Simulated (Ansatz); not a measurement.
Ideal-gas functions of C₂H₄FN, SMILES `N/C=C\F` at 500 K and 1 bar, from an Ansatz frequency run at PBE0-D4/def2-TZVP.

Molar mass 61.06 g/mol, point group C1 (symmetry number 1), electronic degeneracy 1, moments of inertia 25.477, 85.139, 110.102 u Å². Harmonic wavenumbers (cm⁻¹, unscaled): 233, 319, 521, 647, 705, 728, 892, 1035, 1110, 1205, 1317, 1404, 1651, 1777, 3217, 3264, 3586, 3689.

Use S(trans) = R[1.5 ln M + 2.5 ln T − 1.1517]; rotational temperatures θ = 24.2544 K / I; S(rot) = R[ln(√π/σ · √(T³/θAθBθC)) + 1.5]; for each mode x = 1.438777 ν̃/T, S = R[x/(eˣ − 1) − ln(1 − e⁻ˣ)] and H = RT x/(eˣ − 1); 1 cm⁻¹ = 0.0119627 kJ/mol; R = 8.31446 J/(mol·K).

Task: By hand: the entropy, in J/(mol·K).

Result: Translation 170.9. Rotation: θ = 0.952, 0.2849, 0.2203 K, giving 106.5. Vibration, mode by mode: 11.79, 9.31, 5.68, 4.25, 3.73, 3.54, 2.44, 1.76, 1.48, 1.19, 0.92, 0.75, 0.42, 0.31, 0.01, 0.01, 0.00, 0.00, in all 47.6. Electronic 0.0. Sum 325.0 J/(mol·K).

Task: By hand: H − E and G − E in kJ/mol, counted from the electronic energy.

Result: Zero-point energy ½ × 27300 × 0.0119627 = 163.3; thermal vibration 14.7; translation, rotation and pV give 4 RT = 16.6. H − E = 194.6 kJ/mol, and G − E = 194.6 − 500 × 325.0/1000 = 32.1 kJ/mol.

Vibration gives 15 % of the entropy. The sum counts one conformer and one mirror image; others add a mixing term.
